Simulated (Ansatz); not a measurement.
# C₄H₆FO (charge +1), SMILES CCC(F)C#[O+]: a single point from an input written key by key

Run with Ansatz 0.2.0, Python API.

The script reads `c4h6fo.yaml`:
```yaml
crystal:
  periodic: [false, false, false]
  atoms:
    - { symbol: C, position_ang: [-1.3283, 0.4972, -0.1131] }
    - { symbol: C, position_ang: [-0.38, -0.7028, -0.0714] }
    - { symbol: C, position_ang: [1.0177, -0.3431, 0.4519] }
    - { symbol: F, position_ang: [0.9305, 0.2438, 1.702] }
    - { symbol: C, position_ang: [1.7208, 0.5627, -0.466] }
    - { symbol: O, position_ang: [2.2606, 1.2585, -1.1711] }
    - { symbol: H, position_ang: [-1.4499, 0.933, 0.9012] }
    - { symbol: H, position_ang: [-0.9441, 1.2764, -0.8047] }
    - { symbol: H, position_ang: [-2.3247, 0.1678, -0.4758] }
    - { symbol: H, position_ang: [-0.2981, -1.1418, -1.0901] }
    - { symbol: H, position_ang: [-0.82, -1.4775, 0.5932] }
    - { symbol: H, position_ang: [1.6156, -1.2744, 0.5437] }
total_charge: 1
basis:
  gaussian: { orbitals: def2-SVP }
hamiltonian:
  xc: hf
output:
  forces: true
```

`deck_c4h6fo.py`:
```python
# -*- coding: utf-8 -*-
import ansatz as az
import numpy as np

session = az.Session.from_deck('c4h6fo.yaml')
data = session.plan(threads=1).execute().report

print('reference energy %16.6f eV' % data['reference_energy_ev'])
print('total energy     %16.6f eV' % data['free_energy_ev'])
print('occupied orbitals outside the frozen core (up, down):', data['n_occupied'], ' frozen:', data['n_frozen'], ' virtual:', data['n_virtual'])
symbols = ['C', 'C', 'C', 'F', 'C', 'O', 'H', 'H', 'H', 'H', 'H', 'H']
state = data['mean_field']['state']
print(f'mean field: {state["energy"]["hartree"]:.7f} Ha, <S^2> = {abs(state["spin_squared"]):.4f}, stability: {state.get("stability", {}).get("kind")}')

forces = np.array(data['forces_ev_ang'])
print('largest force', round(float(np.linalg.norm(forces, axis=1).max()), 4), 'eV/A, rms', round(float(np.sqrt((forces ** 2).mean())), 4))
charges = data['charge_distribution']
print('dipole moment', round(4.803205 * float(np.linalg.norm(charges['dipole_moment_e_ang'])), 3), 'D')
print('Mulliken:', [(s, round(q, 3)) for s, q in zip(symbols, charges['mulliken_charges_e'])])
```

```console
$ python deck_c4h6fo.py
reference energy     -8944.207505 eV
total energy         -8944.207505 eV
occupied orbitals outside the frozen core (up, down): [23, 23]  frozen: 0  virtual: [91, 91]
mean field: -328.6935632 Ha, <S^2> = 0.0000, stability: minimum
largest force 7.0621 eV/A, rms 1.7755
dipole moment 3.399 D
Mulliken: [('C', -0.107), ('C', -0.182), ('C', 0.279), ('F', -0.302), ('C', 0.513), ('O', 0.062), ('H', 0.107), ('H', 0.058), ('H', 0.119), ('H', 0.112), ('H', 0.149), ('H', 0.192)]
```

Reading the output:
- Total energies depend on the basis set; only differences at equal settings carry meaning.
- The geometry is a force-field or estimated start, not a minimum of this method, and the basis set is short of its limit.
- An ion's dipole depends on the origin; the program takes it about the centre of nuclear charge.
- Finished in 2.5 s on 1 thread of Arm Neoverse V1, on a shared host, peak memory 0.26 GiB.
